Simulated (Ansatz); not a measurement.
Abridged output of a molecular run in Ansatz:

```
Functional definition: HF
1564 factors; integrals over basis functions are off by at most 1.1e-3 eV
mean field evaluation 1: about -17741.5954 eV, gradient 3.9e1 eV
mean field evaluation 2: about -17741.8556 eV, gradient 3.9e1 eV
mean field evaluation 4: about -17745.4541 eV, gradient 4.3e0 eV
mean field evaluation 8: about -17745.5146 eV, gradient 2.9e-1 eV
mean field -17745.51511171 eV, -652.1356520130 hartree, gradient 2.7e-6 eV, S^2 0.000000; 0 other end points of the search recorded, 0 dependent functions left out
9 core orbitals not correlated: weight in the atoms' cores, before any rotation towards them, 1.000 or more for the frozen orbitals, at most 0.000 for the correlated occupied ones
reference -17745.51511171 eV, -652.1356520130 hartree; 16, 16 occupied and 239, 239 virtual orbitals, 1564 factors
second order -25.99945602 eV of doubles, -0.00000000 eV of singles
cycle   1  -26.59172171 eV  change   -5.9e-1 eV  update   9.8e-2
cycle   2  -27.17959196 eV  change   -5.9e-1 eV  update   2.8e-2
cycle   3  -27.29610514 eV  change   -1.2e-1 eV  update   1.3e-2
cycle   4  -27.28895846 eV  change    7.1e-3 eV  update   2.8e-3
cycle   5  -27.28869980 eV  change    2.6e-4 eV  update   1.3e-3
cycle   6  -27.28918007 eV  change   -4.8e-4 eV  update   4.1e-4
cycle   7  -27.28902705 eV  change    1.5e-4 eV  update   2.0e-4
cycle   8  -27.28900306 eV  change    2.4e-5 eV  update   6.6e-5
cycle   9  -27.28901566 eV  change   -1.3e-5 eV  update   2.3e-5
perturbative correction -1.09343457 eV, -0.0401829792 hartree
Total energy: -17773.89756193 eV, -653.1786878206 hartree
```

Its atoms:

Z-matrix (Å, degrees):
```
C
C 1 1.516
H 1 1.093 2 111.3
H 1 1.091 2 110.5 3 119.5
H 1 1.091 2 111.2 3 -120.4
C 2 1.506 1 114.0 3 57.4
H 2 1.095 1 110.4 3 -61.6
H 2 1.093 1 111.3 3 179.8
Cl 6 1.827 2 110.4 1 63.3
O 6 1.376 2 108.9 1 -175.5
H 6 1.094 2 111.8 1 -50.6
H 10 0.962 6 109.1 2 178.1
```

(1) Which basis set was used?
A. def2-TZVPPD
B. def2-SVP
C. def2-TZVPP
D. cc-pV(Q+d)Z

(2) Write the keys of the input that set method, charge and spin (a neutral closed shell needs none for the last two).

Results:

(1) C. It gives 264 functions.

(2) 
```yaml
correlation: {method: ccsd_t}
```
